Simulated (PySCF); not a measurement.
**Magnetic susceptibility: SMILES C(#C)F, C$_{2}$HF**

Molfile (atoms numbered from 1):
```
C2HF
     RDKit          3D

  4  3  0  0  0  0  0  0  0  0999 V2000
   -0.6161   -0.0297    0.0187 C   0  0  0  0  0  0  0  0  0  0  0  0
    0.5143   -0.0300   -0.3945 C   0  0  0  0  0  0  0  0  0  0  0  0
    1.7072   -0.0303   -0.8306 F   0  0  0  0  0  0  0  0  0  0  0  0
   -1.6236   -0.0294    0.3872 H   0  0  0  0  0  0  0  0  0  0  0  0
  1  2  3  0
  2  3  1  0
  1  4  1  0
M  END
```

Method used: GIAO B3LYP/ANO-RCC-VDZP magnetisability, rotational g tensor and spin-rotation constants, non-relativistic, gas phase in PySCF. Geometry: PBE0-D3(BJ)/def2-SVP.

(1) How diamagnetic is it, and how anisotropic?

(2) Split it along the inertial axes a, b, c into diamagnetic and paramagnetic parts about the centre of mass, with the quadrupole moment.

(3) And the rotational g tensor?

Answers

(1) Isotropic -434 × 10⁻³⁰ J/T², or -26.1 × 10⁻⁶ cm³/mol; principal values -491, -406, -406 × 10⁻³⁰ J/T², anisotropy 85 × 10⁻³⁰ J/T² (root of half the summed squared differences of the principal values). The susceptibility is in cgs units.

(2) 
```
axis  χ (10⁻⁶ cm³/mol)  diamagnetic (10⁻⁶ cm³/mol)  paramagnetic (10⁻⁶ cm³/mol)  summed x² of all electrons (Å²)  quadrupole Θ (D Å)
   a             -29.6                       -29.6                          0.0                             31.0               +3.92
   b             -24.4                      -146.4                        122.0                              3.5               -1.96
   c             -24.4                      -146.4                        122.0                              3.5               -1.96
```
Anisotropies 2χaa − χbb − χcc = -10.3 and 2χbb − χaa − χcc = +5.1 × 10⁻⁶ cm³/mol. Θ is traceless in Buckingham's convention.

(3) 
| axis | rotational constant (GHz) | g | nuclear part | electronic part |
| --- | --- | --- | --- | --- |
| b | 9.7166 | -0.0077 | 0.5493 | -0.5570 |
| c | 9.7166 | -0.0077 | 0.5493 | -0.5570 |

Linear; isotopes 12C, 19F, 1H; no vibrational averaging.
